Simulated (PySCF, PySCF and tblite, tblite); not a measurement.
# CF3CH2NH2 (C2H4F3N): conformers and averaged spectra, part 2 of 2

PySCF and tblite. Atoms count from 0. The steps go on from the part before.

## Step 8: Single-point energy, conformer 2: CAM-B3LYP/def2-TZVP in dimethylsulfoxide

The job: settings as JSON, then the geometry in Å.

```
{"job": {"xc": "CAM-B3LYP", "basis": "def2-TZVP", "solvent": "dimethylsulfoxide", "kind": "sp"}, "charge": 0, "multiplicity": 1}
N      1.283347    -0.248307     0.495470
C     -0.136483    -0.423375     0.350864
C     -0.664266     0.429135    -0.779996
F     -0.154568     0.090064    -1.960194
F     -1.994863     0.319514    -0.864892
F     -0.380066     1.723582    -0.574244
H      1.671754    -0.934361     1.135129
H      1.497230     0.673604     0.868476
H     -0.758248    -0.174854     1.235815
H     -0.360486    -1.467187     0.083908
```

Output:

```text
coarse grid: 8976 points
cycle   1  E = -432.8248514056  dE =  9.599e-01  |g| = 9.661e-01  |ddm| = 2.372e+00
cycle   2  E = -432.7666398111  dE =  5.821e-02  |g| = 1.225e+00  |ddm| = 9.007e-01
cycle   3  E = -432.9794496034  dE = -2.128e-01  |g| = 4.902e-02  |ddm| = 4.627e-01
cycle   4  E = -432.9797806786  dE = -3.311e-04  |g| = 2.546e-02  |ddm| = 4.185e-02
cycle   5  E = -432.9798908536  dE = -1.102e-04  |g| = 6.454e-03  |ddm| = 1.825e-02
cycle   6  E = -432.9798993660  dE = -8.512e-06  |g| = 1.878e-03  |ddm| = 5.310e-03
final grid: 89712 points
cycle   7  E = -432.9805138969  dE = -5.648e-05  |g| = 5.611e-03  |ddm| = 3.181e-02
cycle   8  E = -432.9805126605  dE =  1.236e-06  |g| = 6.321e-03  |ddm| = 6.126e-03
cycle   9  E = -432.9805192267  dE = -6.566e-06  |g| = 3.211e-04  |ddm| = 2.892e-03
cycle  10  E = -432.9805192377  dE = -1.110e-08  |g| = 2.049e-04  |ddm| = 3.072e-04
cycle  11  E = -432.9805192446  dE = -6.812e-09  |g| = 3.543e-05  |ddm| = 1.354e-04
cycle  12  E = -432.9805192448  dE = -2.559e-10  |g| = 1.281e-05  |ddm| = 3.425e-05
converged SCF energy = -432.9805192448
```

Run time: 8.1 s. Hardware: 1 thread of Arm Neoverse V2, shared host; peak memory 0.81 GiB.

Key values: HOMO -8.86 eV, LUMO 2.14 eV; dipole 3.86 D.

## Step 9: Couplings, conformer 1: B3LYP/pcJ-1+6-31G*

The job: settings as JSON, then the geometry in Å.

```
{"job": {"xc": "B3LYP", "basis": {"default": "6-31G*", "H": "pcJ-1", "F": "pcJ-1"}, "nuclei": ["H", "F", "P", "Si", "B"], "kind": "j"}, "charge": 0, "multiplicity": 1}
N     -1.054058    -0.195826    -1.029020
C      0.260386    -0.407079    -0.490028
C      0.522631     0.291461     0.826525
F      1.755150     0.049867     1.278004
F      0.384040     1.618940     0.707787
F     -0.342598    -0.109196     1.767768
H     -1.763768    -0.519836    -0.375183
H     -1.222430     0.796706    -1.179904
H      1.028463    -0.058013    -1.198159
H      0.441855    -1.480969    -0.325640
```

Output:

```text
coarse grid: 8976 points
cycle   1  E = -432.7693345160  dE =  8.498e-01  |g| = 9.382e-01  |ddm| = 2.636e+00
cycle   2  E = -432.5926736469  dE =  1.767e-01  |g| = 1.446e+00  |ddm| = 1.248e+00
cycle   3  E = -432.9135350458  dE = -3.209e-01  |g| = 5.715e-02  |ddm| = 7.634e-01
cycle   4  E = -432.9139842394  dE = -4.492e-04  |g| = 3.599e-02  |ddm| = 7.370e-02
cycle   5  E = -432.9142765525  dE = -2.923e-04  |g| = 5.392e-03  |ddm| = 3.038e-02
cycle   6  E = -432.9142817886  dE = -5.236e-06  |g| = 1.862e-03  |ddm| = 4.804e-03
final grid: 89712 points
cycle   7  E = -432.9177790777  dE = -1.216e-04  |g| = 8.749e-03  |ddm| = 1.800e-02
cycle   8  E = -432.9177660390  dE =  1.304e-05  |g| = 1.233e-02  |ddm| = 1.314e-02
cycle   9  E = -432.9177924524  dE = -2.641e-05  |g| = 3.546e-04  |ddm| = 7.630e-03
cycle  10  E = -432.9177924602  dE = -7.811e-09  |g| = 2.651e-04  |ddm| = 3.649e-04
cycle  11  E = -432.9177924733  dE = -1.310e-08  |g| = 4.326e-05  |ddm| = 1.863e-04
cycle  12  E = -432.9177924737  dE = -3.072e-10  |g| = 1.389e-05  |ddm| = 3.349e-05
converged SCF energy = -432.9177924737

Indirect spin-spin couplings (Hz)
  i      j    bonds     total        FC       PSO       DSO        SD
  3 F    4 F    2     69.019    33.205   -14.922    -0.442    51.178
  3 F    5 F    2     69.272    33.388   -14.825    -0.441    51.150
  3 F    6 H    4     -2.181    -1.261     0.687    -1.512    -0.095
  3 F    7 H    4     -2.178    -1.257     0.689    -1.519    -0.090
  3 F    8 H    3     -1.420    -1.323     0.279     0.166    -0.541
  3 F    9 H    3     -1.236    -1.132     0.262     0.185    -0.552
  4 F    5 F    2     57.881    35.926   -28.299    -0.354    50.608
  4 F    7 H    4     -0.303    -0.126    -1.271     1.359    -0.266
  4 F    8 H    3      2.514     1.784     1.022     0.059    -0.350
  4 F    9 H    3     24.369    25.588     0.923    -2.159     0.017
  5 F    6 H    4     -0.322    -0.139    -1.288     1.373    -0.268
  5 F    8 H    3     24.185    25.404     0.923    -2.160     0.018
  5 F    9 H    3      2.371     1.628     1.039     0.044    -0.341
  6 H    7 H    2    -10.337   -10.186     3.735    -3.886         -
  6 H    8 H    3     17.702    18.852     2.351    -3.500         -
  6 H    9 H    3      3.057     3.218     0.331    -0.493         -
  7 H    8 H    3      3.020     3.184     0.336    -0.500         -
  7 H    9 H    3     17.731    18.880     2.351    -3.500         -
  8 H    9 H    2    -17.408   -17.115     1.257    -1.550         -
```

Run time: 12 s. Hardware: 1 thread of Arm Neoverse V2, shared host; peak memory 0.75 GiB.

This run: HOMO -7.17 eV, LUMO 1.13 eV; dipole 1.04 D.

## Step 10: Couplings, conformer 2: B3LYP/pcJ-1+6-31G*

The job: settings as JSON, then the geometry in Å.

```
{"job": {"xc": "B3LYP", "basis": {"default": "6-31G*", "H": "pcJ-1", "F": "pcJ-1"}, "nuclei": ["H", "F", "P", "Si", "B"], "kind": "j"}, "charge": 0, "multiplicity": 1}
N      1.283347    -0.248307     0.495470
C     -0.136483    -0.423375     0.350864
C     -0.664266     0.429135    -0.779996
F     -0.154568     0.090064    -1.960194
F     -1.994863     0.319514    -0.864892
F     -0.380066     1.723582    -0.574244
H      1.671754    -0.934361     1.135129
H      1.497230     0.673604     0.868476
H     -0.758248    -0.174854     1.235815
H     -0.360486    -1.467187     0.083908
```

Output:

```text
coarse grid: 8976 points
cycle   1  E = -432.7674642402  dE =  8.597e-01  |g| = 9.323e-01  |ddm| = 2.645e+00
cycle   2  E = -432.6076879175  dE =  1.598e-01  |g| = 1.412e+00  |ddm| = 1.205e+00
cycle   3  E = -432.9097333665  dE = -3.020e-01  |g| = 6.289e-02  |ddm| = 7.290e-01
cycle   4  E = -432.9102815919  dE = -5.482e-04  |g| = 3.750e-02  |ddm| = 7.336e-02
cycle   5  E = -432.9105808287  dE = -2.992e-04  |g| = 6.101e-03  |ddm| = 3.010e-02
cycle   6  E = -432.9105876260  dE = -6.797e-06  |g| = 1.949e-03  |ddm| = 5.439e-03
final grid: 89712 points
cycle   7  E = -432.9136199837  dE = -1.215e-04  |g| = 7.965e-03  |ddm| = 1.492e-02
cycle   8  E = -432.9136090874  dE =  1.090e-05  |g| = 1.134e-02  |ddm| = 1.135e-02
cycle   9  E = -432.9136307195  dE = -2.163e-05  |g| = 3.412e-04  |ddm| = 6.619e-03
cycle  10  E = -432.9136307246  dE = -5.079e-09  |g| = 2.797e-04  |ddm| = 3.512e-04
cycle  11  E = -432.9136307384  dE = -1.384e-08  |g| = 4.020e-05  |ddm| = 1.858e-04
cycle  12  E = -432.9136307387  dE = -2.591e-10  |g| = 1.082e-05  |ddm| = 2.814e-05
converged SCF energy = -432.9136307387

Indirect spin-spin couplings (Hz)
  i      j    bonds     total        FC       PSO       DSO        SD
  3 F    4 F    2     57.828    29.686   -21.602    -0.461    50.205
  3 F    5 F    2     53.077    36.575   -32.078    -0.388    48.968
  3 F    6 H    4     -1.124    -0.449     0.960    -1.472    -0.163
  3 F    7 H    4     -0.194    -0.051     0.987    -0.892    -0.238
  3 F    8 H    3     23.019    24.227     0.936    -2.145     0.001
  3 F    9 H    3      4.122     3.600     0.740     0.202    -0.421
  4 F    5 F    2     78.662    33.389    -7.643    -0.414    53.330
  4 F    6 H    4      4.297     4.634     1.220    -1.681     0.125
  4 F    7 H    4     -1.424    -0.587     0.724    -1.484    -0.077
  4 F    8 H    3      1.410     1.709    -0.012     0.443    -0.730
  4 F    9 H    3     -0.598    -0.509     0.363     0.071    -0.524
  5 F    6 H    4     -1.065    -0.429     1.250    -1.764    -0.123
  5 F    8 H    3      1.501     0.674     1.196    -0.062    -0.307
  5 F    9 H    3     23.558    24.774     0.901    -2.169     0.052
  6 H    7 H    2    -10.285   -10.079     4.049    -4.255         -
  6 H    8 H    3      0.255     0.662     0.727    -1.134         -
  6 H    9 H    3      5.426     5.485     0.256    -0.314         -
  7 H    8 H    3      4.668     4.846     0.237    -0.415         -
  7 H    9 H    3     16.966    18.115     2.343    -3.492         -
  8 H    9 H    2    -14.579   -14.308     1.245    -1.517         -
```

Wall time 12 s (1 thread of Arm Neoverse V2, shared host); peak memory 0.75 GiB.

Key values: HOMO -7.04 eV, LUMO 0.86 eV; dipole 3.14 D.

## Step 11: Boltzmann average: properties at PBE0/pcSseg-1 in dimethylsulfoxide

The job: settings as JSON, then the geometry in Å.

```
{"job": {"study": "conf", "smiles": "NCC(F)(F)F", "search": {"seed": 5166, "n_embed": 60, "ff_keep": 14, "window": 3.0, "nmax": 4, "temps": [250, 273.15, 298.15, 323.15, 373.15], "t_ref": 298.15, "order": 0.0005, "geom": true}, "level": {"nmr": {"xc": "PBE0", "basis": "pcSseg-1", "solvent": "dimethylsulfoxide"}, "sp": {"xc": "CAM-B3LYP", "basis": "def2-TZVP", "solvent": "dimethylsulfoxide"}, "j": {"xc": "B3LYP", "basis": {"default": "6-31G*", "H": "pcJ-1", "F": "pcJ-1"}, "nuclei": ["H", "F", "P", "Si", "B"]}}, "kind": "conf"}, "charge": 0, "multiplicity": 1}
N     -1.054058    -0.195826    -1.029020
C      0.260386    -0.407079    -0.490028
C      0.522631     0.291461     0.826525
F      1.755150     0.049867     1.278004
F      0.384040     1.618940     0.707787
F     -0.342598    -0.109196     1.767768
H     -1.763768    -0.519836    -0.375183
H     -1.222430     0.796706    -1.179904
H      1.028463    -0.058013    -1.198159
H      0.441855    -1.480969    -0.325640
```

Output:

```text
conformer  sym    E(xTB)   E(DFT)   G(298.15 K)  weight  dipole/D
    1     Cs      0.000    0.000    0.000   0.7563    1.077
    2     C1      2.233    1.226    0.671   0.2437    3.859

mean shielding (ppm) by class
class atoms           250 K   273.15 K   298.15 K   323.15 K   373.15 K
  0 N  0            250.093    250.057     250.02    249.985    249.926
  1 C  1            137.684    137.655    137.626    137.599    137.553
  2 C  2             52.776     52.778      52.78     52.781     52.784
  3 F  3,4,5        272.488    272.389    272.289    272.196    272.035
  4 H  6,7            30.33     30.334     30.338     30.342     30.348
  5 H  8,9           28.124     28.117      28.11     28.104     28.093
```

Run time: 54 s. Hardware: 1 thread of Arm Neoverse V2, shared host. This counts the runs that the step sums up.

The search (ETKDG and KDG, MMFF94s, GFN2-xTB) embedded 60 structures, kept 2 distinct ones after the force field and 2 after xTB; 2 were carried on (window 3.0 kcal/mol at the search's own energies). Energies: CAM-B3LYP/def2-TZVP in dimethylsulfoxide with D3(BJ).

The conformers at 298 K:

| no. | group | mirror pair | ΔE xTB | ΔE DFT | ΔG | weight (%) | μ (D) | H6–N0–C1–C2 (°) | A, B, C (GHz) |
| --- | --- | --- | --- | --- | --- | --- | --- | --- | --- |
| 1 | Cs | no | 0.00 | 0.00 | 0.00 | 75.6 | 1.08 | -59 | 5.30, 2.82, 2.80 |
| 2 | C1 | yes | 2.23 | 1.23 | 0.67 | 24.4 | 3.86 | -170 | 5.33, 2.83, 2.79 |

Energies in kcal/mol. ΔG holds xTB vibrations and rotation, symmetry numbers and mirror pairs.

Weights (%) by temperature:

| no. | 250 K | 273 K | 298 K | 323 K | 373 K |
| --- | --- | --- | --- | --- | --- |
| 1 | 81.8 | 78.8 | 75.6 | 72.8 | 67.7 |
| 2 | 18.2 | 21.2 | 24.4 | 27.2 | 32.3 |

Other ways of weighting, at the same temperature:

| scheme | 1 | 2 | mean μ (D) |
| --- | --- | --- | --- |
| DFT free energy | 76 | 24 | 1.75 |
| DFT energy, symmetry counted | 80 | 20 | 1.64 |
| DFT energy alone | 89 | 11 | 1.39 |
| xTB energy, symmetry counted | 96 | 4 | 1.20 |
| xTB free energy | 94 | 6 | 1.23 |
| lowest conformer only | 100 | 0 | 1.08 |
| equal weights | 50 | 50 | 2.47 |
| conformers found from three starts alone | 100 | 0 | 1.08 |

Shifts against references run at the same level (15N NH3 268.5, 19F CFCl3 180.6, 1H TMS 31.24, 13C TMS 185.5 ppm of shielding), by class of atoms, at 298 K:

| atoms | environment | no. 1 | no. 2 | average | measured |
| --- | --- | --- | --- | --- | --- |
| C2 | CF3 carbon | 132.7 | 132.7 | 132.7 | – |
| C1 | sp3 CH2 bonded to N | 47.6 | 48.6 | 47.9 | – |
| H8, H9 | hydrogen on an sp3 CH2 bonded to N | 3.07 | 3.30 | 3.13 | – |
| H6, H7 | hydrogen on an amine nitrogen | 0.93 | 0.81 | 0.90 | – |
| N0 | amine nitrogen | 18.2 | 19.4 | 18.5 | – |
| F3, F4, F5 | fluorine of a CF3 group | -92.5 | -89.3 | -91.7 | -76.2 |

Measured: G. Saielli, R. Bini, A. Bagno, Computational 19F NMR. 2. Organic compounds, RSC Adv. 2014, ESI (exp. from Berger-Braun-Kalinowski 1994 and Everett 1995).

Couplings (Hz, B3LYP/pcJ-1+6-31G*; one pair named for each class), from conformers that hold 100 % of the weight:

| pair | bonds | no. 1 | no. 2 | average |
| --- | --- | --- | --- | --- |
| F3–F4 | 2 | 65.4 | 63.2 | 64.8 |
| H8–H9 | 2 | -17.4 | -14.6 | -16.7 |
| H6–H7 | 2 | -10.3 | -10.3 | -10.3 |
| H6–H8 | 3 | 10.4 | 6.8 | 9.5 |
| F3–H8 | 3 | 8.5 | 8.8 | 8.6 |
| F3–H6 | 4 | -0.8 | 0.1 | -0.6 |

Effective distances for nuclear Overhauser effects, ⟨r⁻⁶⟩^(−1/6) over all pairs of two classes (Å): H6···H8 2.57.

## Step 12: Summary of results

What follows sums up all 2 parts.

```
                                                quantity                                                value
                                              conformers  2; the first in weight is no. 1 (Cs), 76 % at 298 K
                                 root-mean-square dipole                                               2.12 D
averaged 13C shifts (PBE0/pcSseg-1 in dimethylsulfoxide)                                      132.7, 47.9 ppm
 averaged 1H shifts (PBE0/pcSseg-1 in dimethylsulfoxide)                                       3.13, 0.90 ppm
averaged 19F shifts (PBE0/pcSseg-1 in dimethylsulfoxide)                                            -91.7 ppm
```

Conformer 1 leads with 76 % at 298 K, and its share goes from 82 % at 250 K to 68 % at 373 K. Among conformers over 5 %, H8, H9 differ by 0.22 ppm, while the average moves by 0.03 ppm from 250 to 373 K. Against 1 measured 19F shift the average misses by 15.5 ppm, the leading conformer alone by 16.3 ppm. Vibration is missing from the shifts, so part of that gap is not the functional's. Among vicinal couplings, H6–H8 differs most between the conformers listed (10.4 for no. 1, 6.8 for no. 2; average 9.5 Hz). Protons on O, N, S or Se exchange and bind to solvent, so their values hold for the lone molecule only.
